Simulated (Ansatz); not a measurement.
# BH2Cl (triplet): from Hartree-Fock to the top rungs, cc-pVTZ

An exercise on one series of results from a longer session: the logs are not shown, and one member is left open.

Method: cc-pVTZ, core rule «outside noble gas», up to 6 orbitals frozen; program: Ansatz 0.2.0, Gaussian basis.

To be run: UHF; CCSD(T) on ROHF; CCSD(T) on UHF; BCCD(T) on ROHF; CCSDT(Q) on ROHF; CCSDT(Q) on UHF; CASSCF and MRCISD+Q, 12 electrons in 10 orbitals; CASSCF and NEVPT2, 12 electrons in 10 orbitals.

7 further runs of the same task are left out: 4 for a known fault of the program, 3 set aside as unsound or not needed.

### What is computed

The geometry is a PBE0/def2-TZVP stationary point (not a proven minimum) of the parent state, kept for this charge and spin.

4 atoms, charge 0, spin multiplicity 3.

Atoms are counted from 1 here; the program's logs count them from 0.

Bond lengths: B1–Cl2 1.733 Å, B1–H3 1.190 Å, B1–H4 1.190 Å. Angles: Cl2–B1–H3 118.1°, Cl2–B1–H4 118.1°, H3–B1–H4 123.8°.

The first run:

in.yaml

```yaml
crystal:
  periodic: [false, false, false]
  atoms:
    - {symbol: B, position_ang: [0.000000, 0.000000, 1.249289]}
    - {symbol: Cl, position_ang: [0.000000, 0.000000, -0.483890]}
    - {symbol: H, position_ang: [0.000000, 1.049651, 1.810265]}
    - {symbol: H, position_ang: [0.000000, -1.049651, 1.810265]}
basis:
  gaussian: {orbitals: cc-pVTZ}
magnetization: {spin_polarized: true, initial_magnetization: 2}
hamiltonian: {xc: hf}
output: {orbitals: {seedname: orbitals}}
```

On the command line:

```sh
$ ansatz run in.yaml --threads 1 --pin off --events-out ev --progress --plain --max-ram 4096MiB --backend cpu
```

Steps of the session up to this table: UHF; CCSD(T) on ROHF; CCSD(T) on UHF; BCCD(T) on ROHF; CCSDT(Q) on ROHF; CCSDT(Q) on UHF; CASSCF and MRCISD+Q, 12 electrons in 10 orbitals; CASSCF and NEVPT2, 12 electrons in 10 orbitals.

One of the session's tables, all rows but one given; the rest of the session is left out.

| method | from UCCSDT(Q) (kcal/mol) |
| --- | --- |
| ROHF | ? |
| UHF | +215.11 |
| RMP2 | +34.05 |
| UMP2 | +35.11 |
| RCCSD | +10.73 |
| UCCSD | +10.57 |
| RCCSD(T) | +1.42 |
| UCCSD(T) | +1.45 |
| BCCD(T) | +1.24 |
| RCCSDT | +0.56 |
| UCCSDT | +0.52 |
| RCCSDT(Q) | +0.07 |
| UCCSDT(Q) | 0 |
| CASSCF valence | +180.40 |
| NEVPT2 valence | +37.81 |
| MRCISD valence | +18.99 |
| MRCISD+Q valence | +3.23 |

**Question.** Estimate the row for ROHF.

The run gave: from UCCSDT(Q) (kcal/mol): +220.26. In the column «from UCCSDT(Q) (kcal/mol)» it is the highest.

Among the levels timed on like hardware and quicker than the yardstick, those that no quicker one beats, quickest first: NEVPT2 valence (8.5 s, +37.81 kcal/mol); UCCSD(T) (11 s, +1.45 kcal/mol); RCCSD(T) (17 s, +1.42 kcal/mol); BCCD(T) (20 s, +1.24 kcal/mol); RCCSDT(Q) (29 s, +0.07 kcal/mol).

Caveats from the session: Of the multireference levels listed MRCISD+Q valence comes nearest in total energy (+3.23 kcal/mol), which doesn't show that its space is the better one. Restricted and unrestricted rows rest on different reference determinants; where their highest levels disagree by more than a few hundredths of an eV, they describe different states and don't form one ladder.
